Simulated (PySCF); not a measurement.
**Induced dipoles and field energies**

P2F4.
Geometry (PBE0-D3(BJ)/def2-SVP, Å), atoms numbered from 1 in this order:
```xyz
6
P2F4 angstrom
F      1.708   -0.784   -0.785
P      1.037    0.462   -0.006
F      1.362    0.017    1.512
P     -1.038   -0.461    0.002
F     -1.712    0.787    0.775
F     -1.359   -0.019   -1.519
```

Level: CAM-B3LYP/def2-SVPD (PySCF); nuclei fixed, core orbitals frozen in the response. Permanent dipole (-0.001, 0.002, 0.006) D (1 au = 2.5417 D). Static polarisability (au):

```
x   67.24  6.44  0.69
y    6.44 45.61  1.77
z    0.69  1.77 47.37
```

Only the terms in μ and α are kept: μ(F) = μ + αF and ΔE = −μ·F − ½ F·αF.

(1) Apply 0.005 au along ±x, ±y and ±z in turn. Tabulate induced and total dipoles and both energy terms.

(2) For the field (0.0015, 0.0040, 0.0015) au, what is the induced dipole, and what angle does it make with the field?

(3) Induction energy −ᾱe²/2R⁴ of a unit charge at 14 Å, the molecule taken as a point?

Answers

(1) 
```json
{"field along": "+x", "induced x (D)": "0.855", "induced y (D)": "0.082", "induced z (D)": "0.009", "total size (D)": "0.858", "−μ·F (kJ/mol)": "+0.005", "−½F·αF (kJ/mol)": "-2.207"}
{"field along": "−x", "induced x (D)": "-0.855", "induced y (D)": "-0.082", "induced z (D)": "-0.009", "total size (D)": "0.859", "−μ·F (kJ/mol)": "-0.005", "−½F·αF (kJ/mol)": "-2.207"}
{"field along": "+y", "induced x (D)": "0.082", "induced y (D)": "0.580", "induced z (D)": "0.022", "total size (D)": "0.588", "−μ·F (kJ/mol)": "-0.010", "−½F·αF (kJ/mol)": "-1.497"}
{"field along": "−y", "induced x (D)": "-0.082", "induced y (D)": "-0.580", "induced z (D)": "-0.022", "total size (D)": "0.584", "−μ·F (kJ/mol)": "+0.010", "−½F·αF (kJ/mol)": "-1.497"}
{"field along": "+z", "induced x (D)": "0.009", "induced y (D)": "0.022", "induced z (D)": "0.602", "total size (D)": "0.609", "−μ·F (kJ/mol)": "-0.031", "−½F·αF (kJ/mol)": "-1.555"}
{"field along": "−z", "induced x (D)": "-0.009", "induced y (D)": "-0.022", "induced z (D)": "-0.602", "total size (D)": "0.596", "−μ·F (kJ/mol)": "+0.031", "−½F·αF (kJ/mol)": "-1.555"}
```

(2) αF = (0.324, 0.495, 0.201) D, at 12.0° to the field. The polarisability along this direction, F·αF/F², is 53.13 au, against a mean of 53.41 au.

(3) R = 26.46 bohr, so the energy is −53.4/(2 × 26.46⁴) Eh = -0.143 kJ/mol.

One conformer (not necessarily the lowest) at the PBE0-D3(BJ)/def2-SVP geometry, without solvent, vibrations or thermal averaging.
